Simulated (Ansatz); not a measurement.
Si(SiH3)H3 (Si₂H₆). Charge 0, multiplicity 1. Geometry PBE-D4/def2-TZVP, basis def2-TZVP, Ansatz.

```json
{"run": "A", "HOMO (eV)": "-7.54", "LUMO (eV)": "-0.33"}
{"run": "B", "HOMO (eV)": "-11.01", "LUMO (eV)": "2.45"}
{"run": "C", "HOMO (eV)": "-10.68", "LUMO (eV)": "2.34"}
{"run": "D", "HOMO (eV)": "-7.34", "LUMO (eV)": "-0.73"}
{"run": "E", "HOMO (eV)": "-8.00", "LUMO (eV)": "-0.12"}
{"run": "F", "HOMO (eV)": "-7.67", "LUMO (eV)": "-0.62"}
```

LC-ωPBE has ω = 0.4 bohr⁻¹. HSE06 is defined as in plane-wave codes, on full-range PBE exchange.

**Question.** The runs used B97M-V, HSE06, LC-ωPBE, LDA (SPW92), r2SCAN, ωB97X-V. Estimate which is which.

**Answer.** A r2SCAN (0 % exact exchange); B LC-ωPBE (range-separated); C ωB97X-V (range-separated); D LDA (SPW92) (0 % exact exchange); E HSE06 (range-separated); F B97M-V (0 % exact exchange). Exact exchange lowers occupied and raises empty levels; among semilocal functionals meta-GGAs tend to open the gap a little, and such runs are hard to tell apart. The gap grows from 6.61 eV (LDA (SPW92)) to 13.46 eV (LC-ωPBE).
